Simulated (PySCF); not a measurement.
C3H2ClOP.
Cartesian coordinates in Å at the PBE0-D3(BJ)/def2-SVP level; atoms count from 1:
```xyz
8
C3H2ClOP angstrom
Cl     2.077   -1.294   -0.868
C      0.753   -0.388   -0.297
C      0.681    0.932    0.013
P     -0.964    1.344    0.559
C     -1.373   -0.295    0.314
O     -0.379   -1.084   -0.135
H      1.527    1.612   -0.073
H     -2.316   -0.823    0.459
```

Level: PBE0/pcSseg-1 and B3LYP/def2-SVPD in PySCF, non-relativistic, on one gas-phase PBE0-D3(BJ)/def2-SVP geometry that isn't relaxed in the solvent. The solvent is an IEF-PCM continuum (cavity from Bondi-type radii × 1.2). Only the electrostatic response of the medium enters.

Gas phase at PBE0/pcSseg-1: HOMO -7.06 eV, LUMO -1.21 eV, dipole 0.24 D.

Question: What does the continuum do to the energy, the frontier levels and the dipole at PBE0/pcSseg-1 in acetonitrile and dimethylsulfoxide?

Answer: 
```tsv
solvent	ε	E(solvent) − E(gas) (kJ/mol)	polarisation term (kJ/mol)	distortion of the solute (kJ/mol)	HOMO (eV)	LUMO (eV)	dipole (D)
acetonitrile	35.69	-9.46	-10.43	0.97	-6.98	-1.12	0.33
dimethylsulfoxide	46.83	-9.57	-10.56	0.99	-6.98	-1.12	0.33
```

The polarisation term is half the interaction of the solute with the surface charges that it induces; the rest is the cost of distorting the solute's density. The sum is the electrostatic part of solvation alone. From acetonitrile to dimethylsulfoxide the lowering changes by a factor 1.01, Onsager's factor (ε − 1)/(2ε + 1) by 1.01 and ε itself by 1.3.

Question: Which Hirshfeld charges (PBE0/pcSseg-1) respond most in acetonitrile (means over atoms taken as equivalent)?

Answer: 
```
atoms                        environment  gas (e)  solvent (e)  change
   P4           phosphorus bonded to 2 C   +0.064       +0.049  -0.015
   H8                  aromatic hydrogen   +0.062       +0.074  +0.012
   H7                  aromatic hydrogen   +0.057       +0.066  +0.009
   C5  aromatic CH next to a ring oxygen   -0.043       -0.036  +0.007
  Cl1                      aryl chlorine   -0.005       -0.011  -0.006
   O6                  furan-type oxygen   -0.055       -0.059  -0.004
```

Question: Which Mayer bond orders change most in acetonitrile?

Answer: 
```tsv
bond	length (Å)	gas	solvent	change
Cl1–C2	1.703	1.057	1.044	-0.013
O6–C2	1.339	1.074	1.067	-0.007
C5–H8	1.090	0.957	0.951	-0.006
C2–C3	1.358	1.515	1.519	+0.004
C3–H7	1.089	0.964	0.961	-0.003
C5–O6	1.345	1.068	1.067	-0.001
C3–P4	1.781	1.132	1.131	-0.001
P4–C5	1.708	1.556	1.556	0.000
```

Gas phase at B3LYP/def2-SVPD: HOMO -6.80 eV, LUMO -1.42 eV, dipole 0.25 D.

Question: What does the continuum do to the energy, the frontier levels and the dipole at B3LYP/def2-SVPD in acetonitrile?

Answer: 
| solvent | ε | E(solvent) − E(gas) (kJ/mol) | polarisation term (kJ/mol) | distortion of the solute (kJ/mol) | HOMO (eV) | LUMO (eV) | dipole (D) |
| --- | --- | --- | --- | --- | --- | --- | --- |
| acetonitrile | 35.69 | -8.93 | -10.06 | 1.13 | -6.71 | -1.32 | 0.35 |

Question: How does the static polarisability (B3LYP/def2-SVPD, frozen core, with the continuum's full static response) change?

Answer: 
| medium | isotropic (au) | principal values (au) | ⟨r²⟩ of the electrons (bohr²) |
| --- | --- | --- | --- |
| gas | 75.0 | 50.0, 73.4, 101.6 | 823.7 |
| acetonitrile | 106.1 | 71.3, 105.6, 141.4 | 823.6 |

The isotropic value in acetonitrile is 1.41 times the gas-phase one; no cavity-field correction is applied. ⟨r²⟩ is taken about the centre of nuclear charge.

The run took 8.6 s wall on Arm Neoverse V2, one thread, on a shared host, and the process peaked at 0.65 GiB of memory. This is the whole shielding run at PBE0/pcSseg-1 in dimethylsulfoxide, SCF included.
